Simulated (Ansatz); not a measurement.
We consider fcc Al, described by r²SCAN (PAW; Ansatz, a first-principles code).

Run with plane-wave cutoff 600 eV, 16×16×16 k mesh, Fermi–Dirac smearing 0.1 eV, finite displacements, force constants from a 4×4×4 q mesh, scalar-relativistic PAW data made under PBE.

Computed at the level's own relaxed cell. Harmonic vibrational thermodynamics at fixed volume:

```
T (K)  S_vib (J/K per mol of atoms)  C_V (J/K per mol of atoms)  F_vib (eV/atom)
-----  ----------------------------  --------------------------  ---------------
100                            5.21                       11.07           0.0417
200                               ?                           ?                ?
400                               ?                           ?                ?
500                               ?                           ?                ?
600                               ?                           ?                ?
700                               ?                           ?                ?
900                               ?                           ?                ?
```

Task: Some entries are withheld; supply them.

Result: 
- 200, S_vib (J/K per mol of atoms): 16.13
- 200, C_V (J/K per mol of atoms): 19.70
- 200, F_vib (eV/atom): 0.0305
- 400, S_vib (J/K per mol of atoms): 31.33
- 400, C_V (J/K per mol of atoms): 23.45
- 400, F_vib (eV/atom): -0.0201
- 500, S_vib (J/K per mol of atoms): 36.62
- 500, C_V (J/K per mol of atoms): 23.97
- 500, F_vib (eV/atom): -0.0554
- 600, S_vib (J/K per mol of atoms): 41.02
- 600, C_V (J/K per mol of atoms): 24.26
- 600, F_vib (eV/atom): -0.0957
- 700, S_vib (J/K per mol of atoms): 44.78
- 700, C_V (J/K per mol of atoms): 24.44
- 700, F_vib (eV/atom): -0.1402
- 900, S_vib (J/K per mol of atoms): 50.94
- 900, C_V (J/K per mol of atoms): 24.64
- 900, F_vib (eV/atom): -0.2397

The crystal is taken as a harmonic solid at every temperature: melting, phase changes and thermal expansion are not seen, nor the electrons' share in a metal.
